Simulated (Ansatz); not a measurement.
Input file:

```yaml
crystal:
  periodic: [false, false, false]
  atoms:
    - {symbol: C, position_ang: [0.000000, 0.000000, 0.000000]}
    - {symbol: Ga, position_ang: [0.000000, 0.000000, 1.887000]}
basis:
  gaussian: {orbitals: aug-cc-pVDZ}
magnetization: {spin_polarized: true, initial_magnetization: 3}
correlation: {method: ccsdt_q, electrons: outside_noble_gas}
```

```sh
$ ansatz run in.yaml --threads 1 --pin off --events-out ev --progress --plain --max-ram 2393MiB
```

Output:

```
1017 factors; integrals over basis functions are off by at most 1.8e-7 eV
mean field evaluation 1: about -53358.9055 eV, gradient 1.1e1 eV
mean field evaluation 2: about -53358.9064 eV, gradient 1.1e1 eV
mean field evaluation 4: about -53360.1411 eV, gradient 1.7e0 eV
mean field evaluation 8: about -53360.3197 eV, gradient 7.6e-2 eV
mean field evaluation 16: about -53360.1403 eV, gradient 1.7e0 eV
mean field evaluation 32: about -53356.9221 eV, gradient 2.4e0 eV
mean field evaluation 64: about -53355.9549 eV, gradient 4.0e-1 eV
mean field evaluation 96: about -53357.3782 eV, gradient 2.2e-1 eV
mean field evaluation 128: about -53356.5305 eV, gradient 6.8e-3 eV
mean field -53360.31991830 eV, -1960.9555880738 hartree, gradient 2.5e-6 eV, S^2 3.761153; 4 other end points of the search recorded, 0 dependent functions left out
determinant -53360.31991830 eV, -1960.9555880738 hartree, with singles and doubles -53364.07315526 eV, -1961.0935169880 hartree
determinant -53357.38101128 eV, -1960.8475852327 hartree, with singles and doubles -53361.12603161 eV, -1960.9852121913 hartree
15 core orbitals not correlated: weight in the atoms' cores, before any rotation towards them, 0.987 or more for the frozen orbitals, at most 0.012 for the correlated occupied ones
reference -53360.31991830 eV, -1960.9555880738 hartree; 5, 2 occupied and 39, 42 virtual orbitals, 1017 factors
second order -2.93627747 eV of doubles, -0.00000000 eV of singles
cycle   1  -3.46772800 eV  change   -5.3e-1 eV  update   8.5e-2
cycle   2  -3.81971720 eV  change   -3.5e-1 eV  update   4.5e-2
cycle   3  -3.91787938 eV  change   -9.8e-2 eV  update   3.0e-2
cycle   4  -3.94955525 eV  change   -3.2e-2 eV  update   1.9e-2
cycle   5  -3.96781720 eV  change   -1.8e-2 eV  update   1.0e-2
cycle   6  -3.98002019 eV  change   -1.2e-2 eV  update   5.5e-3
cycle   7  -3.97997153 eV  change    4.9e-5 eV  update   1.9e-3
cycle   8  -3.98155714 eV  change   -1.6e-3 eV  update   9.6e-4
cycle   9  -3.98235280 eV  change   -8.0e-4 eV  update   4.3e-4
cycle  10  -3.98178137 eV  change    5.7e-4 eV  update   1.9e-4
cycle  11  -3.98188315 eV  change   -1.0e-4 eV  update   8.9e-5
cycle  12  -3.98193986 eV  change   -5.7e-5 eV  update   4.2e-5
cycle  13  -3.98196922 eV  change   -2.9e-5 eV  update   2.4e-5
cycle  14  -3.98198501 eV  change   -1.6e-5 eV  update   1.1e-5
cycle  15  -3.98198074 eV  change    4.3e-6 eV  update   5.1e-6
cycle  16  -3.98197672 eV  change    4.0e-6 eV  update   2.8e-6
cycle  17  -3.98197615 eV  change    5.7e-7 eV  update   1.3e-6
cycle  18  -3.98197633 eV  change   -1.8e-7 eV  update   6.2e-7
perturbative correction -0.00984241 eV, -0.0003617019 hartree
Total energy: -53364.31173705 eV, -1961.1022847068 hartree
```

Ran on 1 thread of Intel Xeon, shared host: 53 s wall, 0.33 GiB peak host memory.
